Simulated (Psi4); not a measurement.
Psi4 input (wB97X-D/6-311+G**):

```
memory 1500 MB

molecule {
-1 1
C    -0.01154166   -0.76556749    0.93697059
C    -0.00055164    0.59711357    0.84098915
C    -0.00224906   -0.80264408   -0.63844868
C     0.00981811    0.75689114   -0.66431055
H     0.00073468    1.37849926    1.61112035
H    -0.88855296   -1.26186408   -1.10165642
H     0.88250307   -1.27538941   -1.09089155
H     0.90183037    1.21523446   -1.12950488
H    -0.86936967    1.22876090   -1.14027063
symmetry c1
no_reorient
no_com
}

set {
  basis 6-311+G**
  reference rks
  scf_type df
  df_basis_scf def2-universal-jkfit
  dft_radial_points 99
  dft_spherical_points 590
  e_convergence 1e-8
  d_convergence 1e-7
  maxiter 150
}

e = energy('wb97x-d')
print_out(f'\nFINAL {e:.10f} DIPOLE {variable("CURRENT DIPOLE")[0]:.6f} {variable("CURRENT DIPOLE")[1]:.6f} {variable("CURRENT DIPOLE")[2]:.6f}\n')
```

From the last part of the output:

```
    One-Electron Energy =                -421.0063618031311989
    Two-Electron Energy =                 177.2459469856251530
    DFT Exchange-Correlation Energy =     -16.1221593805714392
    Empirical Dispersion Energy =          -0.0025347593994868
    VV10 Nonlocal Energy =                  0.0000000000000000
    Total Energy =                       -155.3018772918077275

Computation Completed

Properties will be evaluated at   0.000000,   0.000000,   0.000000 [a0]

Properties computed using the SCF density matrix

 Multipole Moments:

 ------------------------------------------------------------------------------------
     Multipole            Electronic (a.u.)      Nuclear  (a.u.)        Total (a.u.)
 ------------------------------------------------------------------------------------

 L = 1.  Multiply by 2.5417464519 to convert [e a0] to [Debye]
 Dipole X            :          0.0202323           -0.0000000            0.0202323
 Dipole Y            :          1.2073380           -0.0000001            1.2073380
 Dipole Z            :         -1.8117186           -0.0000001           -1.8117187
 Magnitude           :                                                    2.1772457

 ------------------------------------------------------------------------------------

FINAL -155.3018772918 DIPOLE 0.020232 1.207338 -1.811719

*** Psi4 exiting successfully. Buy a developer a beer!
```

The dipole moment of an ion depends on the origin.
